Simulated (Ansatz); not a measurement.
# C4H6OS: up Jacob's ladder to CCSD(T)

The task here is to estimate one member of a computed series from the others.

Program: Ansatz 0.2.0, Gaussian basis. Level of theory: functionals in def2-TZVPP, the program's frozen cores in correlated methods. These are calculated values, not measurements.

Plan: PBE-D4, r2SCAN-D4, PBE0-D4, B3LYP-D4, ωB97X-V, ωB97M-V, B2PLYP; CCSD(T)/def2-TZVPP; MP2/def2-QZVPP; extrapolation to the limit.

## The relaxed structure

All runs share one geometry, relaxed beforehand with PBE0-D4 in a triple-zeta def2 set.

SMILES `C#COCCS`, 12 atoms, charge 0, spin multiplicity 1.

Atoms are counted from 1 here; the program's logs count them from 0.

Bond lengths: C1–C2 1.200 Å, C1–H7 1.062 Å, C2–O3 1.292 Å, O3–C4 1.444 Å, C4–C5 1.510 Å, C4–H8 1.089 Å, C4–H9 1.093 Å, C5–S6 1.806 Å, C5–H10 1.091 Å, C5–H11 1.092 Å, S6–H12 1.343 Å. Angles: C2–C1–H7 178.8°, C1–C2–O3 178.8°, C2–O3–C4 114.9°, O3–C4–C5 111.1°, O3–C4–H8 105.1°, O3–C4–H9 108.6°, C5–C4–H8 111.2°, C5–C4–H9 111.3°, H8–C4–H9 109.2°, C4–C5–S6 111.6°, C4–C5–H10 111.0°, C4–C5–H11 110.1°, S6–C5–H10 110.4°, S6–C5–H11 105.6°, H10–C5–H11 107.8°, C5–S6–H12 96.8°.

As a file:

```xyz
12

C     2.24068   -1.53243   -0.58514
C     1.04715   -1.50635   -0.46414
O    -0.23894   -1.50330   -0.34442
C    -0.77707   -0.39725    0.41119
C    -0.67669    0.89362   -0.36595
S    -1.40576    2.27398    0.54316
H     3.29591   -1.57561   -0.70079
H    -1.81560   -0.66287    0.60208
H    -0.24213   -0.33068    1.36257
H     0.35925    1.11397   -0.62667
H    -1.24637    0.81872   -1.29431
H    -0.46322    2.35312    1.49632
```

The first run:

in.yaml reads:

```yaml
crystal:
  periodic: [false, false, false]
  atoms:
    - {symbol: C, position_ang: [2.240676, -1.532434, -0.585144]}
    - {symbol: C, position_ang: [1.047154, -1.506352, -0.464145]}
    - {symbol: O, position_ang: [-0.238944, -1.503305, -0.344420]}
    - {symbol: C, position_ang: [-0.777069, -0.397253, 0.411194]}
    - {symbol: C, position_ang: [-0.676689, 0.893621, -0.365949]}
    - {symbol: S, position_ang: [-1.405761, 2.273983, 0.543156]}
    - {symbol: H, position_ang: [3.295911, -1.575614, -0.700790]}
    - {symbol: H, position_ang: [-1.815601, -0.662868, 0.602078]}
    - {symbol: H, position_ang: [-0.242128, -0.330678, 1.362570]}
    - {symbol: H, position_ang: [0.359247, 1.113969, -0.626671]}
    - {symbol: H, position_ang: [-1.246371, 0.818716, -1.294307]}
    - {symbol: H, position_ang: [-0.463225, 2.353117, 1.496324]}
basis:
  gaussian: {orbitals: def2-TZVPP}
hamiltonian: {xc: pbe, dispersion: d4}
output: {forces: true, orbitals: {seedname: orbitals}}
```

Run with:

```sh
$ ansatz run in.yaml --threads 4 --pin off --events-out ev --progress --plain --max-ram 10444MiB
```

Steps of the session up to this table: PBE-D4 (GGA); r2SCAN-D4 (meta-GGA); PBE0-D4 (hybrid); B3LYP-D4 (hybrid); ωB97X-V (range-separated); ωB97M-V (range-separated); B2PLYP (double hybrid); CCSD(T) in def2-TZVPP; MP2 in def2-QZVPP.

One table of the session follows, with a row left open; its other results are not shown here.

| method | atomisation energy (eV) |
| --- | --- |
| PBE-D4 | 51.044 |
| r2SCAN-D4 | 49.562 |
| PBE0-D4 | 49.810 |
| B3LYP-D4 | 49.337 |
| ωB97X-V | 49.432 |
| ωB97M-V | ? |
| B2PLYP | 48.873 |
| HF/def2-TZVPP | 34.780 |
| MP2/def2-TZVPP | 49.172 |
| CCSD/def2-TZVPP | 47.024 |
| CCSD(T)/def2-TZVPP | 47.966 |
| MP2/CBS | 50.514 |
| CCSD(T)/CBS | 49.307 |

Estimate the missing values for ωB97M-V.

The run gave: atomisation energy (eV): 49.590. In the column «atomisation energy (eV)» it lies between r2SCAN-D4 (49.562) and PBE0-D4 (49.810).
